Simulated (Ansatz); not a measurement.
Results of PBE+SOC (Ansatz, a program for electronic structure, PAW) for 1T (CdI2-type) ZrSe2.

Settings: plane-wave cutoff 520 eV, 12×12×6 k mesh (along the axes of the cell as run), Fermi–Dirac smearing 0.01 eV, PAW data made under PBE.

Cell (measured lattice):

```
CELL_PARAMETERS angstrom
      3.77000     0.00000     0.00000
     -1.88500     3.26492     0.00000
      0.00000     0.00000     6.12800
ATOMIC_POSITIONS crystal
  Zr 0.00000 0.00000 0.00000
  Se 0.33333 0.66667 0.25600
  Se 0.66667 0.33333 0.74400
```

**Question.** What does this level give for the band gap and smallest direct gap on the k points sampled?

**Answer.** 
- band gap: 0.11 eV (indirect)
- smallest direct gap on the k points sampled: 0.88 eV

Measured, for comparison: band gap 1.18 eV (temperature not stated, no zero-point or thermal correction, fundamental, indirect, our sources range from 0.90 to 1.20; as tabulated in Rybak et al. (2022), arXiv:2210.12074). Computed (rounded) less measured: band gap not scored (sources differ).

Note: cell and atoms aren't relaxed at this level (pressure 2.3 GPa).

The computed numbers hold no vibrational or temperature effects.
